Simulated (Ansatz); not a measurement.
# SiHCl (triplet): RPA-PBE over vertical spin and charge gaps, cc-pVTZ

How well do these functionals follow the top wave-function level for SiHCl (triplet) over vertical spin and charge gaps?

Program: Ansatz 0.2.0, Gaussian basis. Level of theory: cc-pVTZ, all electrons in the functionals, frozen cores in the correlation of double hybrids and RPA. These are calculated values, not measurements.

The runs, in order: RPA-PBE, at charge 0, triplet; charge 0, singlet; charge 0, quintet; charge 1, doublet; charge 1, quartet.

14 further runs of the same task are left out: 8 for a known fault of the program, 6 set aside as unsound or not needed.

## (1) What is computed

The geometry is a PBE0/def2-TZVP stationary point (not a proven minimum).

3 atoms, charge 0, spin multiplicity 3.

Atoms are counted from 1 here; the program's logs count them from 0.

Bond lengths: Si1–Cl2 2.048 Å, Si1–H3 1.491 Å. Angles: Cl2–Si1–H3 115.5°.

No dispersion term is added.

The geometry shown and the zero of energy belong to the point charge 0, triplet. The yardstick, UCCSDT(Q), and other wave-function levels (R restricted, U unrestricted, valence and pair active spaces) come from earlier runs.

## (2) RPA-PBE, charge 0, triplet

Input file in.yaml:

```yaml
crystal:
  periodic: [false, false, false]
  atoms:
    - {symbol: Si, position_ang: [0.000000, -0.097122, 1.110575]}
    - {symbol: Cl, position_ang: [0.000000, 0.042769, -0.932187]}
    - {symbol: H, position_ang: [0.000000, 1.201899, 1.843159]}
basis:
  gaussian: {orbitals: cc-pVTZ}
magnetization: {spin_polarized: true, initial_magnetization: 2}
hamiltonian: {xc: {name: PBE}}
correlation: {method: rpa, electrons: outside_noble_gas}
```

Launch:

```bash
$ ansatz run in.yaml --threads 1 --pin off --events-out ev --progress --plain --max-ram 2816MiB --backend cpu
```

After this run come: RPA-PBE, charge 0, singlet; RPA-PBE, charge 0, quintet; RPA-PBE, charge 1, doublet; RPA-PBE, charge 1, quartet.

**Question.** What will the summary of the whole plan be? Wanted: triplet to singlet, UCCSDT(Q); triplet to quintet, UCCSDT(Q); ionisation to the doublet cation, UCCSDT(Q); ionisation to the quartet cation, UCCSDT(Q); largest miss, RPA-PBE.

As calculated:

| quantity | value |
| --- | --- |
| triplet to singlet, UCCSDT(Q) | -110.9 kJ/mol |
| triplet to quintet, UCCSDT(Q) | 741.5 kJ/mol |
| ionisation to the doublet cation, UCCSDT(Q) | 744.2 kJ/mol |
| ionisation to the quartet cation, UCCSDT(Q) | 1185.4 kJ/mol |
| largest miss, RPA-PBE | -23.1 kJ/mol (triplet to quintet) |

What this shows: RPA-PBE strays by up to 23.1 kJ/mol, at triplet to quintet. Functionals and the yardstick converge differently with the basis, so part of each miss in cc-pVTZ is the basis.
